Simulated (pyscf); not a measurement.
Single points on ωB97X-D3(BJ)/def2-SVP structures (PySCF, gas phase).

Problem. `[Cl][GeH2][Cl]` + `[ClH]` -> `[Cl][GeH]` [singlet] + `[ClH]` + `[ClH]`
Surface: singlet. Broken: Cl–Ge, Ge–H, Cl–H. Formed: Cl–H, Cl–H. Give ΔE‡ and ΔE from ωB97M-D3(BJ)/def2-TZVP, relative to the separated reactants.

Solution. ΔE‡ = 170.7 kJ/mol, ΔE = +175.1 kJ/mol. Zero-point energy shifts the barrier by -8.8 kJ/mol. It is a multi-bond step, with an imaginary mode of 1178i cm⁻¹. On the product side the descent ends in a bound adduct, 55.1 kJ/mol under the separated species and 27.2 kJ/mol under the saddle at ωB97X-D3(BJ)/def2-TZVP. At ωB97M-D3(BJ) the saddle lies under the separated products, which points to a path from their complex (located at ωB97X-D3(BJ) alone), and parting the products costs more than the saddle. This is the saddle that the search found; another between the same sides may lie lower. Elements up to Kr have no core potential and no relativistic terms here.
